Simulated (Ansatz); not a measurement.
Reaction (SMILES): O (H2O) → 2 H atom + O atom
B3LYP-D3(BJ)/def2-TZVP geometries, fixed; electronic energies without zero-point terms.

Basis-set convergence of the atomisation energy at r2SCAN with Ansatz (a first-principles code). Cartesian d functions, on some or all atoms, in 6-31G*, 6-31+G*; all else is spherical. The program fits the integrals of some runs and decomposes those of others, by size. Open shells are unrestricted. No added dispersion term, no relativity. Functions are those of the species that has most. Reference: the value in aug-cc-pV5Z, 230.06 kcal/mol, itself unsure by roughly 0.08 kcal/mol (its mean distance from pcseg-4, aug-pcseg-3, aug-cc-pVQZ). Deviations are taken from unrounded values.

| basis | functions | atomisation energy (kcal/mol) | minus reference (kcal/mol) |
|---|---|---|---|
| 6-31G | 13 | 204.67 | -25.40 |
| 6-31G* | 19 | 217.32 | -12.74 |
| 6-31+G* | 23 | 220.90 | -9.16 |
| 6-311G** | 30 | 224.45 | -5.61 |
| def2-SVPD | 39 | 230.37 | 0.31 |
| def2-TZVP | 43 | 226.59 | -3.47 |
| def2-TZVPP | 59 | 228.86 | -1.21 |
| jun-cc-pV(T+d)Z | 67 | 229.76 | -0.31 |
| pcseg-3 | 126 | 230.12 | 0.05 |
| def2-QZVPPD | 132 | 229.94 | -0.12 |
| aug-pcseg-3 | 183 | 230.16 | 0.10 |
| cc-pV5Z | 201 | 229.83 | -0.24 |
| aug-cc-pV5Z | 287 | 230.06 | 0.00 |

The smallest set listed that lies within 2 kcal/mol of the reference with all its larger relatives (same family, alike in diffuse functions; a set with none counts only in the reference's own line) is def2-SVPD (39 functions, 0.31 kcal/mol off). Inside, with no larger relative to test it: aug-pcseg-3, cc-pV5Z. (Relatives not listed, tested too: def2-TZVPD -1.77, def2-TZVPPD -0.15, aug-cc-pVTZ -0.35, def2-QZVP -0.45, def2-QZVPP -0.45, aug-cc-pVQZ -0.10, pcseg-4 0.04 kcal/mol.)
